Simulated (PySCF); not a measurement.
# AlH (SMILES [AlH]): SVWN5/aug-cc-pVDZ

What is the vertical singlet–triplet gap of AlH at SVWN5/aug-cc-pVDZ? The job is set up through a Python script.

Program for the calculation: PySCF 2.14.0.

5 further runs of the same task are left out: 5 set aside as unsound or not needed.

**1. The system as given**

The species is AlH (2 atoms), meant as a singlet with charge 0. SMILES: `[AlH]`. The shape comes from GFN2-xTB, which is rough for such elements, and wasn't checked as a minimum.

Bond lengths: Al1–H2 1.613 Å.

**2. The energy at SVWN5/aug-cc-pVDZ**

Contents of start.xyz:

```xyz
2

Al     0.000000     0.000000     0.000000
H      0.000000     0.000000     1.613470
```

Contents of calc.py:

```python
from pyscf import gto, dft

mol = gto.M(
    atom='start.xyz',
    max_memory=1860,
    spin=0,
    basis='aug-cc-pvdz',
    verbose=3,
    charge=0,
)

mf = dft.RKS(mol)
mf.xc = 'svwn'
mf.conv_tol = 1e-10
mf.grids.level = 5
mf.kernel()
if not mf.converged:
    mf = mf.newton().run(mf.mo_coeff, mf.mo_occ)

energy = mf.e_tot
print(f'total energy: {energy:.8f} hartree')
```

On the command line:

```console
$ OMP_NUM_THREADS=1 python calc.py
```

Output:

```text
converged SCF energy = -241.901648991238
total energy: -241.90164899 hartree
```

Run time: 1.4 s. Hardware: 1 thread of Arm Neoverse V1, shared host; peak memory 0.15 GiB.

**3. The triplet, same level**

start.xyz, as its differences from that of step 2:

```diff
@@ -1,3 +1,3 @@
 2
-
+AlH
 Al     0.000000     0.000000     0.000000
```

Contents of run.py:

```python
from pyscf import gto, dft

mol = gto.M(
    atom='start.xyz',
    basis='aug-cc-pvdz',
    verbose=3,
    spin=2,
    max_memory=1860,
    charge=0,
)

calc0 = dft.UKS(mol, xc='svwn')
calc0.conv_tol = 1e-10
calc0.grids.level = 5
calc0.kernel()
if not calc0.converged:
    calc0 = calc0.newton().run(calc0.mo_coeff, calc0.mo_occ)

etot = calc0.e_tot
print('E(%s) = %.9f' % ('SVWN5', etot))
```

On the command line:

```console
$ OMP_NUM_THREADS=1 python run.py
```

Output:

```text
WARN: HOMO -0.0959832547900538 >= LUMO -0.194878120486943

WARN: HOMO -0.138435253085767 >= LUMO -0.183597902338395

WARN: HOMO -0.126130897697256 >= LUMO -0.176300971735565

WARN: HOMO -0.123815004831175 >= LUMO -0.17141244894875

WARN: HOMO -0.124537030455394 >= LUMO -0.171879477744608

WARN: HOMO -0.124443841697666 >= LUMO -0.171757601222571

WARN: HOMO -0.124452719016849 >= LUMO -0.171750301447777

WARN: HOMO -0.124454802308699 >= LUMO -0.171752796144394

WARN: HOMO -0.124454463600532 >= LUMO -0.171752113547416

WARN: HOMO -0.124454517747863 >= LUMO -0.17175214298176

converged SCF energy = -241.837068228957  <S^2> = 2.0011031  2S+1 = 3.0007353
E(SVWN5) = -241.837068229
```

Run time: 1.9 s. Hardware: 1 thread of Arm Neoverse V1, shared host; peak memory 0.15 GiB.

**4. Summary of results**

Level: SVWN5/aug-cc-pVDZ.

```
                                        quantity          value
                           singlet: total energy  -241.90165 Eh
                          singlet: dipole moment         0.08 D
                            singlet: HOMO energy       -4.90 eV
                            singlet: LUMO energy       -2.70 eV
                          singlet: HOMO–LUMO gap        2.21 eV
                           triplet: total energy  -241.83707 Eh
                          triplet: dipole moment         0.45 D
     triplet: HOMO energy (highest over α and β)       -3.39 eV
                                   triplet: ⟨S²⟩          2.001
vertical energy of the triplet above the singlet       1.757 eV
```

At this shape the triplet lies 1.76 eV (170 kJ/mol) above the singlet.
